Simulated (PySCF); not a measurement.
**Worked example: chemical shift, span and skew from a shielding tensor**

CH, SMILES [CH] (connectivity only; charge and spin as stated), charge +1, multiplicity 1. Atoms are numbered in the order given.

```xyz
2

C      0.0000     0.0000    -0.1629
H      0.0000     0.0000     0.9775
```
Charge +1, spin multiplicity 1.

Geometry: PBE0-D3(BJ)/def2-TZVPD.

GIAO shieldings from PySCF with KT2/pcSseg-2, non-relativistic, no solvent. The symmetric part of the tensor of C1 has the principal values -1338.2, -1338.2, 247.9 ppm. The same nucleus in TMS has σ = 184.2 ppm at this level (PySCF, at its B3LYP-D3(BJ)/def2-TZVP geometry).

Task: Work out the isotropic shielding, the ¹³C shift against TMS, the span and the skew.

Result: 
σ(iso) = (σ11 + σ22 + σ33)/3 = -809.5 ppm. δ = σ(ref) − σ(iso) = 184.2 − (-809.5) = 993.7 ppm.
Span Ω = σ33 − σ11 = 1586.1 ppm. Skew κ = 3(σ(iso) − σ22)/Ω = 1.00, an axial tensor. Tumbling in solution averages the tensor to δ; in a static solid the shielding alone would spread this spin-1/2 line over Ω.
